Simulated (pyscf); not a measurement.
Cl–GeH(Cl)–Cl (SMILES [Cl][GeH]([Cl])[Cl]) -> HCl (SMILES Cl) + Cl–Ge:–Cl (SMILES [Cl][Ge][Cl]) [singlet], gas phase, singlet surface. Optimised with ωB97X-D3(BJ)/def2-SVP in PySCF. MP2 and CC: frozen core, UHF for open shells. ΔMP2 is the change of the MP2 total energy from the triple- to the quadruple-zeta basis. ΔG in kcal/mol from CCSD(T)/def2-TZVPP + ΔMP2(QZVPP) energies (ideal gas, 1 atm, RRHO with modes under 100 cm⁻¹ raised to 100, one conformer, R ln 2 for chiral ones without a mode under 150 cm⁻¹).

| T (K) | ΔG |
|---|---|
| 298 | +15.7 |
| 600 | +4.7 |
| 900 | ? |
| 1200 | -16.3 |

Task: Fit a line to the three values, predict ΔG at 900 K, and estimate where the reaction turns favourable at 1 atm of each gas.

Result: Least squares gives ΔG = +26.1 − 35.4 × T/1000 K, so ΔS is about +148 J/(mol K) and ΔH about +26.1 kcal/mol over this range (ΔH at 298 K: +26.6). At 900 K the line gives -5.8; the computed value is -6.0. ΔG = 0 falls near 740 K; 1 kcal/mol in the energy moves that by 28 K. This is thermodynamics alone and says nothing of the barrier. The CCSD(T) − MP2 part came from Ansatz, without density fitting, on the same reference. The frozen core leaves the outer d or s,p core shells of the metals and heavy elements correlated in the MP2 and CC values, and def2-TZVPP describes them poorly, which can shift differences by a few kcal/mol. Elements up to Kr have no core potential and no relativistic terms here.
